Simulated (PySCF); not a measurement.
Vertical excitation energies

C₄H₉FN (charge +1).
Atom-mapped SMILES: `[F:1][C@H:2]1[CH2:3][CH2:4][NH2+:5][CH2:6]1` (hydrogens: H7 on C2; H8, H9 on C3; H10, H11 on C4; H12, H13 on N5; H14, H15 on C6)

Structure used (GFN2-xTB), in Å, numbered top down from 1:
```
atom  x, y, z in Å
F1     0.8140   -1.5208   -1.2300
C2     0.8159   -0.9572    0.0246
C3     1.1677    0.5318   -0.0915
C4    -0.1820    1.2666   -0.0831
N5    -1.1941    0.1832   -0.2315
C6    -0.6290   -0.9647    0.5202
H7     1.5062   -1.5426    0.6346
H8     1.7979    0.8495    0.7352
H9     1.7191    0.6963   -1.0164
H10   -0.3477    1.7715    0.8693
H11   -0.2742    1.9942   -0.8881
H12   -1.2512   -0.0910   -1.2220
H13   -2.1291    0.4605    0.0826
H14   -1.1409   -1.8975    0.2820
H15   -0.6768   -0.7717    1.5920
```

Method: PySCF, TDDFT PBE0/def2-SVPD, vertical, gas phase, core orbitals frozen in the response.

Task: What does the calculation give for the low-lying excited states?

Result: 

```
state  E (eV)  λ (nm)  ν̃ (cm⁻¹)       f  |μ| (D)  main configurations (H = HOMO, L = LUMO)
   S1    8.70   142.6      70150   0.017     0.72                                 H→L (98%)
   S2    8.94   138.6      72130  0.0073     0.47                               H-1→L (98%)
   S3    9.37   132.3      75610  0.0010     0.17                               H-2→L (98%)
   S4    9.60   129.1      77460  0.0015     0.21                               H→L+1 (94%)
   S5    9.86   125.7      79530   0.010     0.52                             H-1→L+1 (94%)
   S6   10.21   121.4      82360  0.0026     0.26                               H→L+2 (84%)
```

Triplets (Tamm–Dancoff): T1 8.58 eV, H→L (95%); T2 8.79 eV, H-1→L (94%).

The lowest singlet comes at 143 nm (839 kJ/mol) in the vacuum ultraviolet; it is weak; its leading configuration is HOMO→LUMO (98%). The lowest level is also the most intense of those listed (f = 0.017). Löwdin shares by element: HOMO carbon 44% or more, fluorine 42%; LUMO hydrogen 36% or more, nitrogen 16%, carbon 11% or more (atoms not listed hold the other 37%). Of the 6 states listed, 2 reach f = 0.01 and none stays under 0.0005. Orbital energies (eV): HOMO-3 -16.14, HOMO-2 -15.14, HOMO-1 -14.66, HOMO -14.40, LUMO -4.57, LUMO+1 -3.53, LUMO+2 -2.99. Weighted by f, the mean energy of these states is 9.19 eV. Only the lowest 6 singlets were computed, as vertical energies without vibronic structure.

The run took about 70 s of CPU time (with the writing of density and orbital grids) (one thread, shared machine).

One conformer stands for the species.
